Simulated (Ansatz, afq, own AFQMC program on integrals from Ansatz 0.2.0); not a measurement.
**HCl2 (doublet): quantum Monte Carlo beside coupled cluster at distance Cl1–H2 along a hydrogen transfer = 1.506 Å, cc-pVTZ**

Aim: compute HCl2 (doublet) with auxiliary-field quantum Monte Carlo on the same integrals as coupled cluster, and set the energies side by side.

The runs use Ansatz 0.2.0, Gaussian basis, and an in-house AFQMC program (afq) on its integrals; all values are calculated; cc-pVTZ, frozen cores.

Plan: PBE (unrestricted); CCSD(T) on UHF; r2SCAN (unrestricted); PBE0 (unrestricted); B3LYP (unrestricted); CCSDT(Q) on UHF; wB97M-V (unrestricted); B2PLYP (unrestricted); Phaseless AFQMC, CISD trial on UHF.

### Step 1. The geometry

The geometry derives from fragments relaxed apart (PBE0/def2-TZVP) and kept rigid, so it is no stationary point. A hydrogen atom is moved between rigid fragments.

3 atoms, charge 0, spin multiplicity 2.

Atoms are counted from 1 here; the program's logs count them from 0.

Bond lengths: Cl1–H2 1.506 Å, H2–Cl3 1.521 Å. Angles: Cl1–H2–Cl3 180.0°.

### Step 2. PBE (unrestricted)

Input file in.yaml:

```yaml
crystal:
  periodic: [false, false, false]
  atoms:
    - {symbol: Cl, position_ang: [0.000000, 0.000000, -1.511000]}
    - {symbol: H, position_ang: [0.000000, 0.000000, -0.005000]}
    - {symbol: Cl, position_ang: [0.000000, 0.000000, 1.516000]}
basis:
  gaussian: {orbitals: cc-pVTZ}
magnetization: {spin_polarized: true, initial_magnetization: 1}
hamiltonian: {xc: {name: PBE}}
output: {orbitals: {seedname: orbitals}}
```

The run is started by

```bash
$ ansatz run in.yaml --threads 1 --pin off --events-out ev --progress --plain --max-ram 8192MiB --backend cpu
```

Output:

```text
Functional definition: PBE
  name "PBE"
  cite "Perdew, Burke & Ernzerhof, Phys. Rev. Lett. 77, 3865 (1996) doi:10.1103/PhysRevLett.77.3865"
  parent pbe
  parameter kappa = 0.804
  parameter beta = 0.06672455060314922
  exchange = pbe_x(kappa = kappa, mu = beta*pi^2/3)
  correlation = pbe_c(beta = beta)
606 factors; their error is unknown
mean field evaluation 1: about -25050.6361 eV, gradient 6.6e0 eV
mean field evaluation 2: about -25050.3699 eV, gradient 9.3e0 eV
mean field evaluation 4: about -25050.8554 eV, gradient 2.2e0 eV
mean field evaluation 8: about -25050.8807 eV, gradient 1.8e-1 eV
mean field evaluation 16: about -25050.8612 eV, gradient 4.8e-4 eV
mean field evaluation 32: about -25050.7239 eV, gradient 5.2e0 eV
mean field evaluation 64: about -25050.8121 eV, gradient 1.4e0 eV
mean field -25050.86124073 eV, -920.6021705133 hartree, gradient 3.9e-6 eV, S^2 0.751758; 11 other end points of the search recorded, 0 dependent functions left out
reference -25050.86126988 eV, -920.6021715845 hartree; 18, 17 occupied and 64, 65 virtual orbitals, 606 factors
Total energy: -25050.86126988 eV, -920.6021715845 hartree
```

It took 7.5 s on 1 thread of AMD EPYC 7R13 (Zen 3), shared host; peak memory 1.7 GiB.

From the report: ⟨S²⟩ of the determinant 0.752 (pure doublet: 0.75).

### Step 3. CCSD(T) on UHF

Edit in.yaml of step 2 so:

```diff
@@ -9,3 +9,2 @@
 magnetization: {spin_polarized: true, initial_magnetization: 1}
-hamiltonian: {xc: {name: PBE}}
-output: {orbitals: {seedname: orbitals}}
+correlation: {method: ccsd_t, electrons: outside_noble_gas, hamiltonian_folder: ham}
```

The run is started by

```bash
$ ansatz run in.yaml --threads 1 --pin off --events-out ev --progress --plain --max-ram 24576MiB --backend cuda --devices 0, --max-vram 18GiB
```

Output, cut to the lines that bear on the results:

```text
Functional definition: HF
  name "HF"
  cite "Fock, Z. Phys. 61, 126 (1930) doi:10.1007/BF01340294"
  parent pbe
[...]
481 factors; integrals over basis functions are off by at most 8.9e-4 eV
[...]
mean field -25022.28076307 eV, -919.5518573319 hartree, gradient 2.6e-6 eV, S^2 0.814877; 8 other end points of the search recorded, 0 dependent functions left out
determinant -25022.28076307 eV, -919.5518573319 hartree, with singles and doubles -25033.73258735 eV, -919.9727041117 hartree
determinant -25021.83839921 eV, -919.5356007596 hartree, with singles and doubles -25033.13860217 eV, -919.9508755590 hartree
determinant -25021.17403838 eV, -919.5111859495 hartree, with singles and doubles -25033.11378014 eV, -919.9499633663 hartree
determinant -25020.44622319 eV, -919.4844392347 hartree, with singles and doubles -25032.50307002 eV, -919.9275201834 hartree
10 core orbitals not correlated: weight in the atoms' cores, before any rotation towards them, 1.000 or more for the frozen orbitals, at most 0.000 for the correlated occupied ones
reference -25022.28076307 eV, -919.5518573319 hartree; 8, 7 occupied and 64, 65 virtual orbitals, 481 factors
second order -10.29662437 eV of doubles, -0.00000000 eV of singles
cycle   1  -11.45201136 eV  change   -1.9e-4 eV  update   2.7e-4
[...]
cycle   6  -11.45214960 eV  change   -9.5e-6 eV  update   5.9e-6
perturbative correction -0.45094861 eV, -0.0165720559 hartree
Total energy: -25034.18386129 eV, -919.9892881231 hartree
```

Run time: 13 s. Hardware: 1 × NVIDIA H100 80GB HBM3 with 1 thread of AMD EPYC 7R13 (Zen 3), shared host; peak host memory 1.7 GiB.

From the report: ⟨S²⟩ of the determinant 0.815 (pure doublet: 0.75); correlation -11.9031 eV; T1 0.015; largest double amplitude 0.07.

This run also writes the integrals to the folder ham.

### Step 4. r2SCAN (unrestricted)

Edit in.yaml of step 3 so:

```diff
@@ -9,2 +9,2 @@
 magnetization: {spin_polarized: true, initial_magnetization: 1}
-correlation: {method: ccsd_t, electrons: outside_noble_gas, hamiltonian_folder: ham}
+hamiltonian: {xc: {name: r2SCAN}}
```

The run is started by

```bash
$ ansatz run in.yaml --threads 1 --pin off --events-out ev --progress --plain --max-ram 8192MiB --backend cpu
```

Output, cut to the lines that bear on the results:

```text
Functional definition: r2SCAN
  name "r2SCAN"
  cite "Furness, Kaplan, Ning, Perdew & Sun, J. Phys. Chem. Lett. 11, 8208 (2020) doi:10.1021/acs.jpclett.0c02405"
  cite "Furness, Kaplan, Ning, Perdew & Sun, J. Phys. Chem. Lett. 11, 9248 (2020) doi:10.1021/acs.jpclett.0c03077"
  parent r2scan
[...]
606 factors; their error is unknown
[...]
mean field -25059.24781994 eV, -920.9103716147 hartree, gradient 7.3e-6 eV, S^2 0.757315; 14 other end points of the search recorded, 0 dependent functions left out
reference -25059.24782730 eV, -920.9103718851 hartree; 18, 17 occupied and 64, 65 virtual orbitals, 606 factors
Total energy: -25059.24782730 eV, -920.9103718851 hartree
```

Run time: 33 s. Hardware: 1 thread of AMD EPYC 7R13 (Zen 3), shared host; peak memory 1.7 GiB.

From the report: ⟨S²⟩ of the determinant 0.757 (pure doublet: 0.75).

### Step 5. PBE0 (unrestricted)

Edit in.yaml of step 4 so:

```diff
@@ -9,2 +9,3 @@
 magnetization: {spin_polarized: true, initial_magnetization: 1}
-hamiltonian: {xc: {name: r2SCAN}}
+hamiltonian: {xc: {name: PBE0}}
+output: {orbitals: {seedname: orbitals}}
```

Same command.

Output, cut to the lines that bear on the results:

```text
Functional definition: PBE0
  name "PBE0"
  cite "Adamo & Barone, J. Chem. Phys. 110, 6158 (1999) doi:10.1063/1.478522"
  cite "Perdew, Burke & Ernzerhof, Phys. Rev. Lett. 77, 3865 (1996) doi:10.1103/PhysRevLett.77.3865"
  parent pbe
[...]
658 factors; their error is unknown
[...]
mean field -25052.66271543 eV, -920.6683734874 hartree, gradient 6.2e-6 eV, S^2 0.760955; 4 other end points of the search recorded, 0 dependent functions left out
reference -25052.66273639 eV, -920.6683742575 hartree; 18, 17 occupied and 64, 65 virtual orbitals, 658 factors
Total energy: -25052.66273639 eV, -920.6683742575 hartree
```

It took 8.5 s on 1 thread of AMD EPYC 7R13 (Zen 3), shared host; peak memory 1.7 GiB.

From the report: ⟨S²⟩ of the determinant 0.761 (pure doublet: 0.75).

### Step 6. B3LYP (unrestricted)

Edit in.yaml of step 5 so:

```diff
@@ -9,3 +9,2 @@
 magnetization: {spin_polarized: true, initial_magnetization: 1}
-hamiltonian: {xc: {name: PBE0}}
-output: {orbitals: {seedname: orbitals}}
+hamiltonian: {xc: {name: B3LYP}}
```

Same command.

Output, cut to the lines that bear on the results:

```text
Functional definition: B3LYP
  name "B3LYP"
  cite "Stephens, Devlin, Chabalowski & Frisch, J. Phys. Chem. 98, 11623 (1994) doi:10.1021/j100096a001"
  cite "Becke, Phys. Rev. A 38, 3098 (1988) doi:10.1103/PhysRevA.38.3098"
  cite "Lee, Yang & Parr, Phys. Rev. B 37, 785 (1988) doi:10.1103/PhysRevB.37.785"
  cite "Vosko, Wilk & Nusair, Can. J. Phys. 58, 1200 (1980) doi:10.1139/p80-159"
[...]
636 factors; their error is unknown
[...]
mean field -25061.89628446 eV, -921.0077008903 hartree, gradient 7.4e-6 eV, S^2 0.758351; 3 other end points of the search recorded, 0 dependent functions left out
reference -25061.89649166 eV, -921.0077085049 hartree; 18, 17 occupied and 64, 65 virtual orbitals, 636 factors
Total energy: -25061.89649166 eV, -921.0077085049 hartree
```

It took 6.5 s on 1 thread of AMD EPYC 7R13 (Zen 3), shared host; peak memory 1.7 GiB.

From the report: ⟨S²⟩ of the determinant 0.758 (pure doublet: 0.75).

### Step 7. CCSDT(Q) on UHF

Edit in.yaml of step 6 so:

```diff
@@ -9,2 +9,2 @@
 magnetization: {spin_polarized: true, initial_magnetization: 1}
-hamiltonian: {xc: {name: B3LYP}}
+correlation: {method: ccsdt_q, electrons: outside_noble_gas}
```

The run is started by

```bash
$ ansatz run in.yaml --threads 1 --pin off --events-out ev --progress --plain --max-ram 24576MiB --backend cuda --devices 0, --max-vram 18GiB
```

Output, cut to the lines that bear on the results:

```text
Functional definition: HF
  name "HF"
  cite "Fock, Z. Phys. 61, 126 (1930) doi:10.1007/BF01340294"
  parent pbe
[...]
928 factors; integrals over basis functions are off by at most 1.9e-7 eV
[...]
mean field -25022.28077829 eV, -919.5518578912 hartree, gradient 2.8e-6 eV, S^2 0.814878; 8 other end points of the search recorded, 0 dependent functions left out
determinant -25022.28077829 eV, -919.5518578912 hartree, with singles and doubles -25033.73260242 eV, -919.9727046655 hartree
determinant -25021.83841606 eV, -919.5356013790 hartree, with singles and doubles -25033.13861953 eV, -919.9508761969 hartree
determinant -25021.17405554 eV, -919.5111865801 hartree, with singles and doubles -25033.11379752 eV, -919.9499640048 hartree
determinant -25020.44624242 eV, -919.4844399412 hartree, with singles and doubles -25032.50308980 eV, -919.9275209101 hartree
10 core orbitals not correlated: weight in the atoms' cores, before any rotation towards them, 1.000 or more for the frozen orbitals, at most 0.000 for the correlated occupied ones
reference -25022.28077829 eV, -919.5518578912 hartree; 8, 7 occupied and 64, 65 virtual orbitals, 928 factors
second order -10.29665493 eV of doubles, -0.00000000 eV of singles
cycle   1  -11.10743553 eV  change   -8.1e-1 eV  update   8.4e-2
[...]
cycle  16  -11.93850415 eV  change    1.6e-6 eV  update   3.7e-7
perturbative correction -0.02147351 eV, -0.0007891370 hartree
Total energy: -25034.24075596 eV, -919.9913789636 hartree
```

Run time: 43 s. Hardware: 1 × NVIDIA H100 80GB HBM3 with 1 thread of AMD EPYC 7R13 (Zen 3), shared host; peak host memory 1.7 GiB.

From the report: ⟨S²⟩ of the determinant 0.815 (pure doublet: 0.75); correlation -11.9600 eV; T1 0.016; largest double amplitude 0.08.

### Step 8. wB97M-V (unrestricted)

Edit in.yaml of step 7 so:

```diff
@@ -9,2 +9,3 @@
 magnetization: {spin_polarized: true, initial_magnetization: 1}
-correlation: {method: ccsdt_q, electrons: outside_noble_gas}
+hamiltonian: {xc: {name: wB97M-V}}
+output: {orbitals: {seedname: orbitals}}
```

The run is started by

```bash
$ ansatz run in.yaml --threads 1 --pin off --events-out ev --progress --plain --max-ram 8192MiB --backend cpu
```

Output, cut to the lines that bear on the results:

```text
Functional definition: wB97M-V
  name "wB97M-V"
  cite "Mardirossian & Head-Gordon, J. Chem. Phys. 144, 214110 (2016) doi:10.1063/1.4952647"
  cite "Becke, J. Chem. Phys. 107, 8554 (1997) doi:10.1063/1.475007"
  cite "Vydrov & Van Voorhis, J. Chem. Phys. 133, 244103 (2010) doi:10.1063/1.3521275"
  # Of w^i u^j: cxij and so on, Table III.
[...]
  gx(w, u) = 1 - cx + cx01*u + cx10*w
  gss(w, u) = css00 + css04*u^4 + css10*w + css20*w^2 + css43*w^4*u^3
  gos(w, u) = cos00 + cos10*w + (cos20 + cos21*u)*w^2 + (cos60 + cos61*u)*w^6
[...]
      + integral(e_c_pw_mod_opposite_spin*gos(b97_w_opposite, b97_u_opposite)) + vv10(b, c)
612 factors; their error is unknown
100 factors; integrals over basis functions are off by at most 8.7e-5 eV
[...]
mean field -25059.41746351 eV, -920.9166059006 hartree, gradient 1.6e-5 eV, S^2 0.760316; 2 other end points of the search recorded, 0 dependent functions left out
reference -25059.41749252 eV, -920.9166069668 hartree; 18, 17 occupied and 64, 65 virtual orbitals, 612 factors
Total energy: -25059.41749252 eV, -920.9166069668 hartree
```

Run time: 15 s. Hardware: 1 thread of AMD EPYC 7R13 (Zen 3), shared host; peak memory 1.7 GiB.

From the report: ⟨S²⟩ of the determinant 0.760 (pure doublet: 0.75).

### Step 9. B2PLYP (unrestricted)

Edit in.yaml of step 8 so:

```diff
@@ -9,3 +9,3 @@
 magnetization: {spin_polarized: true, initial_magnetization: 1}
-hamiltonian: {xc: {name: wB97M-V}}
-output: {orbitals: {seedname: orbitals}}
+hamiltonian: {xc: {name: B2PLYP}}
+correlation: {electrons: outside_noble_gas}
```

The command is unchanged.

Output, cut to the lines that bear on the results:

```text
Functional definition: B2PLYP
  name "B2PLYP"
  cite "Grimme, J. Chem. Phys. 124, 034108 (2006) doi:10.1063/1.2148954"
  cite "Becke, Phys. Rev. A 38, 3098 (1988) doi:10.1103/PhysRevA.38.3098"
  cite "Lee, Yang & Parr, Phys. Rev. B 37, 785 (1988) doi:10.1103/PhysRevB.37.785"
[...]
481 factors; integrals over basis functions are off by at most 8.9e-4 eV
[...]
mean field -25050.36452278 eV, -920.5839164653 hartree, gradient 1.9e-6 eV, S^2 0.774807; 6 other end points of the search recorded, 0 dependent functions left out
10 core orbitals not correlated: weight in the atoms' cores, before any rotation towards them, 1.000 or more for the frozen orbitals, at most 0.000 for the correlated occupied ones
reference -25050.36465550 eV, -920.5839213427 hartree; 8, 7 occupied and 64, 65 virtual orbitals, 481 factors
second order -12.65148961 eV of doubles, -0.00000000 eV of singles
Total energy: -25053.78055770 eV, -920.7094534329 hartree
```

Run time: 4.7 s. Hardware: 1 thread of AMD EPYC 7R13 (Zen 3), shared host; peak memory 1.7 GiB.

From the report: ⟨S²⟩ of the determinant 0.775 (pure doublet: 0.75).

### Step 10. Phaseless AFQMC, CISD trial on UHF

It reads the integrals that the CCSD(T) run on this determinant wrote.

The run is started by

```bash
$ afq ham --method phaseless --trial cisd --walkers 2500 --populations 20 --least-time 60 --time-step 0.005 --steps-per-block 50 --equilibration-blocks 28 --max-blocks 4000 --target-error 0.00023 --factor-cut 1e-05 --start spin_pure --seed 9299 --release-times 0.24,0.51,0.99,1.5 --release-step 0.03 --release-every 4 --taylor-order 6
```

Output:

```text
orbitals 72  electrons 8 7  factors 465 of 481
reference energy -919.55185733 Eh
CCSD correlation -0.42085826 Eh in 10 cycles, weight of the determinant in the CISD state 0.8468
energy of the start -919.967734 Eh
 block  time / (1/Eh)  mean weight  energy / Eh
     1     0.250  0.9998  -919.962910
     2     0.500  1.0003  -919.970445
     3     0.750  1.0005  -919.977104
     4     1.000  1.0000  -919.982405
     5     1.250  1.0001  -919.985764
     6     1.500  1.0000  -919.986915
     7     1.750  0.9997  -919.988879
     8     2.000  1.0002  -919.988084
     9     2.250  0.9997  -919.988907
    10     2.500  0.9996  -919.990642
    11     2.750  1.0006  -919.991394
    13     3.250  1.0009  -919.991033
    15     3.750  1.0009  -919.991599
    17     4.250  1.0001  -919.992831
    19     4.750  0.9996  -919.992208
    21     5.250  1.0004  -919.991229
    23     5.750  0.9998  -919.990271
    25     6.250  1.0001  -919.992700
    27     6.750  0.9997  -919.991786
    29     7.250  1.0001  -919.993097
    31     7.750  0.9999  -919.991484
    33     8.250  1.0000  -919.990832
    35     8.750  0.9998  -919.991686
    37     9.250  0.9999  -919.991731
    39     9.750  1.0002  -919.991635
    41    10.250  0.9999  -919.992074
    43    10.750  1.0002  -919.990034
    45    11.250  1.0002  -919.989746
    47    11.750  0.9999  -919.989681
    49    12.250  1.0005  -919.989653
    51    12.750  1.0000  -919.990045
    53    13.250  0.9997  -919.990405
    55    13.750  1.0001  -919.991733
    57    14.250  0.9998  -919.990433
    59    14.750  1.0004  -919.990999
    61    15.250  0.9997  -919.989728
    63    15.750  1.0000  -919.989307
    65    16.250  1.0002  -919.988816
    67    16.750  1.0001  -919.989183
    69    17.250  0.9995  -919.989584
    71    17.750  0.9997  -919.989761
    73    18.250  0.9995  -919.990574
    75    18.750  1.0001  -919.990228
    77    19.250  0.9995  -919.989419
    79    19.750  1.0000  -919.989738
    81    20.250  0.9994  -919.989380
    83    20.750  0.9998  -919.988968
    85    21.250  0.9997  -919.991291
    87    21.750  0.9995  -919.989090
    89    22.250  1.0000  -919.989733
    91    22.750  0.9999  -919.989607
    93    23.250  0.9996  -919.992198
    95    23.750  1.0001  -919.991102
    97    24.250  0.9990  -919.988817
error from the spread of 20 populations
released: time / (1/Eh)  energy / Eh  error  mean overlap
  0.24  -919.990708  0.000191  0.9955
  0.51  -919.991126  0.000246  0.9900
  0.99  -919.990742  0.000275  0.9892
  1.50  -919.991028  0.000210  0.9838
energy -919.990461 +/- 0.000217 Eh
```

Wall time 2.8 min (1 × NVIDIA H100 80GB HBM3 with 1 thread of AMD EPYC 7R13 (Zen 3), shared host); peak host memory 1.7 GiB.

Energy -25034.2158 ± 0.0059 eV. Caveats: constraint bias not in the error.

### Step 11. All levels side by side

On the UHF determinant, counted from CCSDT(Q) (a yardstick, not exact):

```csv
level,energy (eV),from CCSDT(Q) (meV),statistical error (meV),time
HF,-25022.2808,+11960.0,,
MP2,-25032.5774,+1663.4,,
CCSD,-25033.7329,+507.8,,
CCSD(T),-25034.1839,+56.9,,
CCSDT(Q),-25034.2408,0.0,,
"Phaseless AFQMC, CISD trial, step 0.005, 2500 walkers",-25034.2158,+25.0,5.9,2.8 min
```

The functionals' totals stand on their own zeros and serve differences with other points: PBE -25050.861 eV; r2SCAN -25059.248 eV; PBE0 -25052.663 eV; B3LYP -25061.896 eV; wB97M-V -25059.417 eV; B2PLYP -25053.781 eV.

### Step 12. Results

| quantity | value |
| --- | --- |
| CCSD(T) on UHF from CCSDT(Q) | +56.9 meV |
| Phaseless AFQMC, CISD trial on UHF from CCSDT(Q) | +25.0 ± 5.9 meV |

What this shows: On UHF the phaseless walk with the CISD trial lies +25.0 meV from CCSDT(Q), 4 times its error bar. Error bars are statistical and leave out the constraint, the time step and what remains of the start.
